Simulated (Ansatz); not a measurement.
Chalcopyrite ZnGeP2, treated with PBE-D3(BJ) in Ansatz (plane waves, PAW).

Settings: plane-wave cutoff 520 eV, 10×10×10 k mesh, Fermi–Dirac smearing 0.01 eV, scalar-relativistic PAW data made under PBE.

Computed points:

| V (Å³/atom) | E − E_lowest (meV/atom) | P (GPa) |
|---|---|---|
| 18.965 | 8.74 | 3.68 |
| 19.360 | 2.10 | 1.74 |
| 19.755 | 0.00 | 0.00 |
| 20.150 | 1.96 | -1.56 |
| 20.545 | 7.54 | -2.95 |

Task: Estimate the bulk modulus from the pressures at 19.360 and 20.150 Å³/atom, and compare it with a fit to all energies.

Result: B = −V dP/dV. Between V = 19.360 and 20.150 Å³/atom, dP/dV = (-1.56 − (1.74))/(20.150 − 19.360) = -4.18 GPa per Å³/atom; at the midpoint 19.755 Å³/atom this gives B ≈ 82.5 GPa. The third-order Birch–Murnaghan fit gives V0 = 19.755 Å³/atom, B0 = 82.2 GPa, B′ = 4.6, which lies within 1 % of that estimate.

Shape and atoms are relaxed at each volume.

Measured, for comparison: bulk modulus 79 GPa (room temperature, no zero-point or thermal correction; as tabulated in Isothermal phase behavior of Ag3SbS3, ZnGeP2, and ZnS (abstract)). Computed (rounded) less measured: bulk modulus +4 %. A static lattice is as a rule a little smaller and stiffer than an uncorrected measurement, which narrows the difference in the bulk modulus and would widen misses of the other sign.

Note: the bulk modulus comes from volumes at which shape and atoms were relaxed.

Static lattice: no zero-point or thermal effects.

Ansatz is a first-principles code.
